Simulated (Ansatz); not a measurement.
```yaml
crystal:
  periodic: [false, false, false]
  atoms:
    - {symbol: S, position_ang: [0.000000, 0.000000, -2.174143]}
    - {symbol: Al, position_ang: [0.000000, 0.000000, -0.084671]}
    - {symbol: Si, position_ang: [0.000000, 0.000000, 2.258814]}
basis:
  gaussian: {orbitals: def2-TZVP}
magnetization: {spin_polarized: true, initial_magnetization: 3}
hamiltonian: {xc: pbe0}
relax: {f_tol: 0.004, max_steps: 80}
```

```sh
$ ansatz run in.yaml --threads 1 --pin off --events-out ev --progress --plain --max-ram 2176MiB
```

Steps of the relaxation (energy above the last step; positions in Å, forces in eV/Å):

```
3
step 1, 55.2 meV
S     0.000    0.000   -2.174    0.000    0.000    1.419
Al    0.000    0.000   -0.085    0.000    0.000   -1.483
Si    0.000    0.000    2.259    0.000    0.000    0.063
```

```
3
step 2, 0.0 meV
S     0.000    0.000   -2.128    0.000    0.000    0.019
Al    0.000    0.000   -0.111    0.000    0.000   -0.042
Si    0.000    0.000    2.239    0.000    0.000    0.023
```

```
3
step 3, 0.0 meV
S     0.000    0.000   -2.128    0.000    0.000   -0.004
Al    0.000    0.000   -0.112    0.000    0.000    0.000
Si    0.000    0.000    2.240    0.000    0.000    0.005
```

```
3
step 4, 0.0 meV
S     0.000    0.000   -2.128    0.000    0.000    0.001
Al    0.000    0.000   -0.112    0.000    0.000    0.000
Si    0.000    0.000    2.240    0.000    0.000    0.000
```

Close pairs at the end: S1–Al2 2.016 Å, Al2–Si3 2.352 Å.

A stationary point of unrestricted PBE0 after 4 steps, with ⟨S²⟩ = 3.756 against 3.75 for a pure state; no frequencies were run, so it isn't proven a minimum. 25 s on 1 thread of Intel Xeon Platinum 8488C, shared host.
